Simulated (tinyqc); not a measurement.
Extended Hueckel theory, for PH2, step by step. Computed by tinyqc, a small Python program that keeps every step (integrals from PySCF). Settings: charge = 0, K = 1.75, weighted = 1, multiplicity = 2. Command: `OMP_NUM_THREADS=1 python tinyqc.py 31066 31067 out.jsonl` (the two numbers bound the seeds that draw the settings). One thread of a shared host (Intel(R) Xeon(R) Processor @ 2.60GHz), about 0.01 s of CPU time with the checks.

## Overlaps

Geometry (angstrom):
```
atom       x        y       z
P     0.0000   0.0000  0.0000
H     0.0000   0.9880  0.9290
H     0.0000  -0.9880  0.9290
```

Parameters chosen for this run:
```
element  shell  Slater exponent  H_ii (eV)
H           1s           1.3000   -13.6000
P           3s           1.7500   -18.6000
P           3p           1.3000   -14.0000
```

Slater orbitals, each expanded in six Gaussians scaled to its exponent.

overlap S:
```
         1P 3s  1P 3px   1P 3py  1P 3pz   2H 1s    3H 1s
1P 3s   1.0000  0.0000   0.0000  0.0000  0.4214   0.4214
1P 3px  0.0000  1.0000   0.0000  0.0000  0.0000   0.0000
1P 3py  0.0000  0.0000   1.0000  0.0000  0.4067  -0.4067
1P 3pz  0.0000  0.0000   0.0000  1.0000  0.3824   0.3824
2H 1s   0.4214  0.0000   0.4067  0.3824  1.0000   0.1068
3H 1s   0.4214  0.0000  -0.4067  0.3824  0.1068   1.0000
```

## Wolfsberg-Helmholz matrix

diagonal H_ii (eV): 1P 3s -18.6000, 1P 3px -14.0000, 1P 3py -14.0000, 1P 3pz -14.0000, 2H 1s -13.6000, 3H 1s -13.6000

K = 1.7500

H_ij = K' S_ij (H_ii + H_jj)/2 for i != j (the diagonal keeps H_ii), with K' = K + D^2 + D^4 (1 - K), D = (H_ii - H_jj)/(H_ii + H_jj), K = 1.75.

H (eV):
```
           1P 3s    1P 3px    1P 3py    1P 3pz     2H 1s     3H 1s
1P 3s   -18.6000    0.0000    0.0000    0.0000  -12.0322  -12.0322
1P 3px    0.0000  -14.0000    0.0000    0.0000    0.0000    0.0000
1P 3py    0.0000    0.0000  -14.0000    0.0000   -9.8218    9.8218
1P 3pz    0.0000    0.0000    0.0000  -14.0000   -9.2353   -9.2353
2H 1s   -12.0322    0.0000   -9.8218   -9.2353  -13.6000   -2.5429
3H 1s   -12.0322    0.0000    9.8218   -9.2353   -2.5429  -13.6000
```

## Orbitals

valence electrons = 7

Solve H C = S C e through S^(-1/2); fill by pairs from the bottom, a degenerate level sharing its electrons equally; each orbital has its largest coefficient positive (the first on a tie).

orbital energies (eV): -21.2691  -17.3864  -15.2091  -14.0000  3.8998  20.3429

occupations: 2.0000  2.0000  2.0000  1.0000  0.0000  0.0000

coefficients:
```
           MO1      MO2      MO3     MO4      MO5      MO6
1P 3s   0.6658   0.0000  -0.4774  0.0000   0.0000   1.0497
1P 3px  0.0000   0.0000   0.0000  1.0000   0.0000   0.0000
1P 3py  0.0000   0.6112   0.0000  0.0000   1.1021   0.0000
1P 3pz  0.0878   0.0000   0.8141  0.0000   0.0000   0.9829
2H 1s   0.2894   0.3761   0.1439  0.0000  -0.8646  -0.9920
3H 1s   0.2894  -0.3761   0.1439  0.0000   0.8646  -0.9920
```

sum of one-electron energies = -121.7291 eV

## Mulliken analysis

P = C n C^T; charge = valence electrons (H 1, P 5) minus the sum of (P S)_ii on the atom; overlap population = 2 sum P_ij S_ij between two atoms.

charges: 1P -0.2314, 2H 0.1157, 3H 0.1157

Overlap populations:
```
pair      value
2-1    0.800870
3-1    0.800870
3-2   -0.015800
```
